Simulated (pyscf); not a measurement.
Thermochemistry of product channels of H₂N–GaH₂ on the singlet surface, in eV, from ωB97M-D3(BJ)/def2-TZVP energies (ideal gas, 1 atm, RRHO with modes under 100 cm⁻¹ raised to 100, one conformer, R ln 2 for rigid chiral ones). Optimised with ωB97X-D3(BJ)/def2-SVP in PySCF.

| products | ΔE | ΔH(298 K) | ΔG(298 K) | ΔG(1200 K) |
|---|---|---|---|---|
| H₂N–Ga [singlet] + hydrogen (H₂) | (withheld) | +0.46 | +0.10 | (withheld) |
| ammonia (NH₃) + GaH [singlet] | +1.15 | +1.19 | +0.79 | -0.35 |

Question: Some entries are withheld; supply them.

Answer: 
- H₂N–Ga [singlet] + hydrogen (H₂), ΔE: +0.55
- H₂N–Ga [singlet] + hydrogen (H₂), ΔG(1200 K): -1.04

The channel to H₂N–Ga [singlet] + H₂ turns favourable between 298 and 1200 K (ΔG from +0.10 eV to -1.04 eV). The channel to NH₃ + GaH [singlet] turns favourable between 298 and 1200 K (ΔG from +0.79 eV to -0.35 eV).

These are energies of the channels, which say nothing of barriers. Elements up to Kr have no core potential and no relativistic terms here.
